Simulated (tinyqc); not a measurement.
Orbital energy against energy difference: ionisation energy by orbital energies and by energy differences in the cc-pvdz basis, for H2O, spin multiplicity 1. Computed by the program tinyqc with PySCF. The cation is unrestricted; errors are against CCSD(T) in this basis, not against experiment.

Geometry (angstrom):
```
atom       x        y       z
O     0.0000   0.0000  0.0000
H     0.0000   0.7490  0.4870
H     0.0000  -0.7260  0.4720
```

CCSD(T) difference in the same basis = 12.2365 eV

IP-EOM-CCSD = 12.0812 eV

First vertical ionisation energy (eV):
```
method     -e(HOMO)  E(cation) - E  error of -e(HOMO)  error of the difference
HF           13.520       11.03253              1.283                   -1.204
LDA           6.356       12.95178             -5.880                    0.715
PBE           6.241       12.57926             -5.995                    0.343
B3LYP         7.954       12.61459             -4.283                    0.378
PBE0          8.332       12.49864             -3.905                    0.262
CAM-B3LYP     9.857       12.61521             -2.379                    0.379
LC-wPBE      11.346       12.67149             -0.891                    0.435
```

What does the comparison show, and why?

Koopmans errs by +1.28 eV and Delta-HF by -1.20 eV: relaxation, 2.49 eV, lowers the value and the missing correlation difference works against it. The PBE level is off by -6.0 eV through the wrong tail of its potential, though its energy difference is off by +0.34 eV; exact exchange deepens the level, and among the orbital energies LC-wPBE comes closest; among the differences PBE0 does.
